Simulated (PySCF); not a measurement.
**SiNH3 (SMILES [N][SiH3]) at UPBE/STO-6G**

What is the energy change on altering one bond length of SiNH3 at UPBE/STO-6G? Input form: a Python script.

The calculation is run with PySCF 2.14.0.

15 further runs of the same task are left out: 4 that didn't finish, 11 set aside as unsound or not needed.

## Step 1: Starting point

The species is SiNH3 (5 atoms), meant as a triplet with charge 0. As SMILES, `[N][SiH3]`. The coordinates come from a GFN2-xTB relaxation.

Bond lengths: N1–Si2 1.655 Å, Si2–H3 1.476 Å, Si2–H4 1.476 Å, Si2–H5 1.476 Å. Angles: N1–Si2–H3 111.3°, N1–Si2–H4 111.1°, N1–Si2–H5 111.1°, H3–Si2–H4 107.7°, H3–Si2–H5 107.7°, H4–Si2–H5 107.7°.

## Step 2: A single-point energy at UPBE/STO-6G

Input file input.py:

```python
# [N][SiH3]
from pyscf import gto, dft

mol = gto.M(
    atom='''
N     -2.903810     0.631792     0.906143
Si     0.019351    -0.004422    -0.007219
H      0.122738    -0.591862    -2.731391
H      1.048987    -2.197714     1.374228
H      1.712734     2.162206     0.458240
''',
    spin=2,
    basis='sto-6g',
    verbose=3,
    max_memory=1860,
    unit='bohr',
)

mf = dft.UKS(mol, xc='pbe')
mf.conv_tol = 1e-10
mf.grids.level = 5
mf.kernel()
if not mf.converged:
    mf = mf.newton().run(mf.mo_coeff, mf.mo_occ)

e_final = mf.e_tot
print(f'total energy: {e_final:.8f} hartree')
```

On the command line:

```
$ OMP_NUM_THREADS=1 python input.py
```

The program printed:

```text
WARN: HOMO -0.219643323712181 >= LUMO -0.219692769022523

converged SCF energy = -344.448459638461  <S^2> = 2.0037641  2S+1 = 3.0025083
total energy: -344.44845964 hartree
```

Run time: 3.3 s. Hardware: 1 thread of Intel Xeon Platinum 8559C (Emerald Rapids), shared host; peak memory 0.2 GiB.

## Step 3: The distorted shape, same level

Input file calc.py:

```python
from pyscf import gto, dft

mol = gto.Mole()
mol.atom = [
    ('N', (-2.253530, -0.582919, 0.282457)),
    ('Si', (-0.706660, -0.919589, -0.200873)),
    ('H', (-0.651950, -1.230449, -1.642443)),
    ('H', (-0.161800, -2.080229, 0.530157)),
    ('H', (0.906340, 1.144190, 0.242490)),
]
mol.verbose = 4
mol.spin = 2
mol.max_memory = 1860
mol.basis = 'sto-6g'
mol.build()

mf = dft.UKS(mol, xc='pbe')
mf.conv_tol = 1e-10
mf.grids.level = 5
mf.kernel()
if not mf.converged:
    mf = mf.newton().run(mf.mo_coeff, mf.mo_occ)

etot = mf.e_tot
print('Final energy', etot)
```

On the command line:

```
$ OMP_NUM_THREADS=1 python calc.py
```

The program printed:

```text
PySCF version 2.14.0

[INPUT] num. atoms = 5
[INPUT] num. electrons = 24
[INPUT] charge = 0
[INPUT] spin (= nelec alpha-beta = 2S) = 2
[INPUT] symmetry False subgroup None
[INPUT] Mole.unit = angstrom
[INPUT] Symbol           X                Y                Z      unit          X                Y                Z       unit  Magmom
[INPUT]  1 N     -2.253530000000  -0.582919000000   0.282457000000 AA   -4.258554513491  -1.101557262805   0.533766371966 Bohr   0.0
[INPUT]  2 Si    -0.706660000000  -0.919589000000  -0.200873000000 AA   -1.335393863185  -1.737771357163  -0.379594955820 Bohr   0.0
[INPUT]  3 H     -0.651950000000  -1.230449000000  -1.642443000000 AA   -1.232006946910  -2.325211620245  -3.103767445209 Bohr   0.0
[INPUT]  4 H     -0.161800000000  -2.080229000000   0.530157000000 AA   -0.305757686955  -3.931063086378   1.001851533021 Bohr   0.0
[INPUT]  5 H      0.906340000000   1.144190000000   0.242490000000 AA    1.712734375738   2.162205734466   0.458239687946 Bohr   0.0

nuclear repulsion = 48.5858427825634
number of shells = 11
number of NR pGTOs = 102
number of NR cGTOs = 17
basis = sto-6g
ecp = {}

[... 37 lines left out ...]
WARN: HOMO -0.185114956812241 >= LUMO -0.219655037525257
[... 5 lines left out ...]
WARN: HOMO 0.119196850821441 >= LUMO 0.118438853003383
[... 46 lines left out ...]
converged SCF energy = -344.315447530407  <S^2> = 2.1441661  2S+1 = 3.0946186
Final energy -344.315447530407
```

Wall time 4.5 s (1 thread of Intel Xeon Platinum 8559C (Emerald Rapids), shared host); peak memory 0.2 GiB.

## Step 4: What came out

Level: UPBE/STO-6G.

| quantity | value |
| --- | --- |
| first shape: total energy | -344.44846 Eh |
| first shape: dipole moment | 1.36 D |
| first shape: HOMO energy (highest over α and β) | -3.76 eV |
| first shape: LUMO energy (lowest over α and β) | -0.63 eV |
| first shape: ⟨S²⟩ | 2.004 |
| distorted shape: total energy | -344.31545 Eh |
| distorted shape: dipole moment | 1.80 D |
| distorted shape: HOMO energy (highest over α and β) | -3.26 eV |
| distorted shape: LUMO energy (lowest over α and β) | -0.50 eV |
| distorted shape: ⟨S²⟩ | 2.144 |
| energy change with the Si2–H5 bond stretched from 1.476 to 2.657 Å | 3.619 eV |

What this shows: With the Si2–H5 bond stretched from 1.476 to 2.657 Å the energy rises by 3.62 eV (349 kJ/mol). The first shape isn't relaxed at this level, so the change isn't measured from a minimum. The minimal basis adds a large error of its own. ⟨S²⟩ (distorted shape) is 2.14 where a pure triplet has 2.00: the reference is spin-contaminated. Mulliken charges (distorted shape) run from -0.30 on N1 to +0.52 on Si2; they depend strongly on the basis.
